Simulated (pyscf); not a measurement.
Thermochemistry of product channels of H₂N–SiH₂• (SMILES N[SiH2]) on the doublet surface, in eV, from ωB97M-D3(BJ)/def2-TZVP energies (ideal gas, 1 atm, RRHO with modes under 100 cm⁻¹ raised to 100, one conformer, R ln 2 for rigid chiral ones). PySCF, gas phase, ωB97X-D3(BJ)/def2-SVP geometries.

```tsv
products	ΔE	ΔH(298 K)	ΔG(600 K)	ΔG(900 K)
NH₂• (SMILES [NH2]) + SiH₂ (SMILES [SiH2]) [singlet]	+3.64	+3.44	+2.58	(withheld)
HN=SiH₂ (SMILES N=[SiH2]) + H• (SMILES [H])	(withheld)	+2.79	+2.19	+1.86
[N=SiH₂]• (SMILES [N]=[SiH2]) + H₂ (SMILES [H][H])	+3.31	+3.02	+2.33	+1.96
[HN=SiH]• (SMILES N=[SiH]) + H₂ (SMILES [H][H])	+2.07	+1.83	+1.11	+0.73
```

Some entries are withheld; supply them.


- NH₂• (SMILES [NH2]) + SiH₂ (SMILES [SiH2]) [singlet], ΔG(900 K): +2.16
- HN=SiH₂ (SMILES N=[SiH2]) + H• (SMILES [H]), ΔE: +3.05

These are energies of the channels, which say nothing of barriers. HN=SiH₂ lies 0.79 eV over its isomer H₂N–SiH: [singlet], and others may lie lower still (electronic energy, ωB97M-D3(BJ)).
